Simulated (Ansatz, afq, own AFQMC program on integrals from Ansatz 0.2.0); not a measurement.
Where AFQMC and coupled cluster stand for CH4, triplet

```yaml
atoms:
  - { symbol: H, position_ang: [-1.9674, 0.0000, 0.0000] }
  - { symbol: H, position_ang: [-1.0964, 0.0000, 0.0000] }
  - { symbol: C, position_ang: [0.1606, 0.0000, 0.0000] }
  - { symbol: H, position_ang: [0.5751, 0.0000, 0.9962] }
  - { symbol: H, position_ang: [0.5751, 0.0000, -0.9962] }
```

Basis cc-pVTZ. Only valence electrons are correlated. AFQMC by an in-house program on the Cholesky factors that Ansatz 0.2.0 writes for its CCSD(T) run. ph-AFQMC/CISD is guided by a CISD state made of CCSD amplitudes; releasing the constraint for a short imaginary time cuts its bias at the price of noise, slowly where states lie close. Error bars are statistical, one sigma.

Determinant: UHF, the one that the program's search chose, which needn't be the lowest solution. The geometry is a point of a scan.

No full CI on the walks' own integrals is used here; CCSDT(Q) serves as the reference and is uncertain by about the last step of the cluster series.

Cautions: lower spins were not checked.

The T1 diagnostic is 0.0145. The weight of the determinant in the CISD state is 0.925. The ⟨S²⟩ of the determinant is 2.041 and the size of the correlated space is 8 electrons in 85 orbitals.

Reference: CCSDT(Q), correlation energy -5.366 eV. The released energy is read at 2.40 1/Eh (meV from the phaseless value at times in 1/Eh: -1 ± 3 at 0.24, -5.7 ± 1.6 at 0.51, -6 ± 3 at 0.99, -5.7 ± 2.5 at 1.62, -2.2 ± 2.0 at 2.40).

```tsv
level	E − E(reference) (kJ/mol)	share of correlation (%)
HF	517.7	0.00
MP2	83.3	83.91
CCSD	15.9	96.93
CCSD(T)	2.0	99.60
CCSDT	0.4	99.92
ph-AFQMC/CISD	0.4 ± 0.3	99.92
released AFQMC	0.2 ± 0.2	99.96
```

A walk keeps the symmetry of its determinant, which the program's search chose and which needn't be the lowest solution, so a lower state of the same spin and another symmetry isn't excluded. Released energies are given only where the last usable release times agree within the noise; a slower fall can still hide under it.
